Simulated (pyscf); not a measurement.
# Addition across a multiple bond or ene-type step: formic acid (O=CH–OH) + silane (SiH₄) → HO–CH₂–O–SiH₃

Gas phase, singlet surface, charge 0. Bonds broken: Si6–H7. Bonds formed: C2–H7, O3–Si6. Structures and frequencies: ωB97X-D3(BJ)/def2-SVP in PySCF. Correlated levels are frozen-core, on RHF or UHF. ΔMP2 is the change of the MP2 total energy from the triple- to the quadruple-zeta basis.

Transition state (Å):

```xyz
10

O     -2.3077    -1.1831     0.5227
C     -1.0181    -0.8925     0.3939
O     -0.4703    -0.9065    -0.7648
H     -2.7067    -1.0936    -0.3592
H     -0.4716    -1.1636     1.3144
Si    -0.0474     1.0186    -0.6455
H     -0.8792     0.6129     0.7135
H     -1.1508     1.3644    -1.5807
H      0.3027     2.3227     0.0504
H      1.2818     0.6775    -1.2383
```

One imaginary mode, 965i cm⁻¹; descent along it reached the two sides named, in the forms told below.

```
bond    change  reactant side (Å)  saddle  product side
------  ------  -----------------  ------  ------------
Si6–H7  breaks              1.492   1.644           3.0
C2–H7    forms                3.1   1.545         1.112
O3–Si6   forms                3.0   1.975         1.667
```

Electronic energies relative to the separated reactants (kcal/mol):

```json
[
 {"level": "ωB97X-D3(BJ)/def2-TZVP", "barrier": "39.8", "reaction energy": "-24.9", "reverse barrier": "64.7"},
 {"level": "PBE/def2-TZVP", "barrier": "36.4", "reaction energy": "-18.3", "reverse barrier": "54.7"},
 {"level": "r²SCAN/def2-TZVP", "barrier": "36.1", "reaction energy": "-22.6", "reverse barrier": "58.7"},
 {"level": "B3LYP-D3(BJ)/def2-TZVP", "barrier": "40.7", "reaction energy": "-21.9", "reverse barrier": "62.7"},
 {"level": "PBE0-D3(BJ)/def2-TZVP", "barrier": "36.1", "reaction energy": "-24.1", "reverse barrier": "60.2"},
 {"level": "M06-2X/def2-TZVP", "barrier": "38.5", "reaction energy": "-28.2", "reverse barrier": "66.7"},
 {"level": "ωB97M-D3(BJ)/def2-TZVP", "barrier": "40.1", "reaction energy": "-23.3", "reverse barrier": "63.5"},
 {"level": "HF/def2-TZVP", "barrier": "54.2", "reaction energy": "-20.7", "reverse barrier": "75.0"},
 {"level": "MP2/def2-QZVPP", "barrier": "41.0", "reaction energy": "-26.4", "reverse barrier": "67.4"},
 {"level": "CCSD/def2-TZVPP", "barrier": "43.9", "reaction energy": "-24.6", "reverse barrier": "68.5"},
 {"level": "CCSD(T)/def2-TZVPP", "barrier": "42.1", "reaction energy": "-23.9", "reverse barrier": "66.0"},
 {"level": "CCSD(T)/def2-TZVPP + ΔMP2(QZVPP)", "barrier": "41.2", "reaction energy": "-25.0", "reverse barrier": "66.3"}
]
```

With CCSD(T)/def2-TZVPP + ΔMP2(QZVPP) energies and thermal terms (ideal gas, 1 atm, RRHO with modes under 100 cm⁻¹ raised to 100, one conformer, R ln 2 for chiral ones without a mode under 150 cm⁻¹), in kcal/mol:

| T (K) | ΔH‡ | ΔG‡ | ΔH | ΔG |
|---|---|---|---|---|
| 298 | 41.8 | 52.2 | -20.9 | -10.9 |
| 600 | 42.0 | 62.7 | -20.5 | -0.9 |
| 900 | 42.6 | 72.9 | -19.7 | +8.7 |
| 1200 | 43.2 | 82.9 | -18.8 | +18.1 |

On the product side the descent ends in a point that may be a rotor saddle (no frequency run), 2.1 kcal/mol over the lowest minimum found and 62.5 kcal/mol under the saddle at ωB97X-D3(BJ)/def2-TZVP. The same reactants have a lower exit, to O=CH–O–SiH₃ + H₂ (barrier +30.1 kcal/mol at ωB97M-D3(BJ)/def2-TZVP, against +40.1 kcal/mol here). This is the saddle that the search found; another between the same sides may lie lower. The CCSD(T) − MP2 part came from Ansatz, without density fitting, on the same reference.
